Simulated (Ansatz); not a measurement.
# CH4AlCl: the cost of one run

All numbers below are computed with Ansatz 0.2.0 (RKS PBE0-D4/def2-SVP).

**1. The system as given**

Bond lengths: Al1–Cl2 2.430 Å, Al1–H3 1.760 Å, Al1–C4 1.970 Å, C4–H5 1.110 Å, C4–H6 1.110 Å, C4–H7 1.110 Å. Angles: Cl2–Al1–H3 50.0°, Cl2–Al1–C4 159.3°, H3–Al1–C4 150.7°, Al1–C4–H5 109.5°, Al1–C4–H6 109.5°, Al1–C4–H7 109.5°, H5–C4–H6 109.4°, H5–C4–H7 109.4°, H6–C4–H7 109.4°.

As a file:

```xyz
7

Al    0.0000    0.0000    0.0000
Cl    1.5382    0.0000    1.8812
H     1.7598    0.0000    0.0230
C    -1.7060    0.0000   -0.9850
H    -2.2662   -0.9305   -0.7558
H    -2.3102    0.8797   -0.6796
H    -1.5043    0.0508   -2.0753
```

**2. Pulling towards end A**

Springs on the bonds that form and break draw the guess towards this end; the thresholds are loose.

input.yaml

```yaml
crystal:
  periodic: [false, false, false]
  atoms:
    - { symbol: Al, position_ang: [0.0, 0.0, 0.0] }
    - { symbol: Cl, position_ang: [1.5382, 0.0, 1.8812] }
    - { symbol: H, position_ang: [1.7598, 0.0, 0.023] }
    - { symbol: C, position_ang: [-1.706, 0.0, -0.985] }
    - { symbol: H, position_ang: [-2.2662, -0.9305, -0.7558] }
    - { symbol: H, position_ang: [-2.3102, 0.8797, -0.6796] }
    - { symbol: H, position_ang: [-1.5043, 0.0508, -2.0753] }
basis:
  gaussian: { orbitals: def2-SVP }
hamiltonian:
  xc: pbe0
  dispersion: d4
relax:
  f_tol: 0.15
  max_steps: 25
  restrain:
    - { distance: [1, 2], at: 2.57, k: 30.0 }
    - { distance: [0, 1], at: 2.23, k: 30.0 }
    - { distance: [0, 2], at: 1.56, k: 30.0 }
```

Command:

```console
ansatz run input.yaml --threads 1 --pin off --max-ram 2048MiB --backend cpu --events-out ev --progress --plain --runs-dir out
```

What time and memory should one allow on 1 thread of Arm Neoverse V1, shared host?

About 20 s, with a peak of 0.14 GiB.
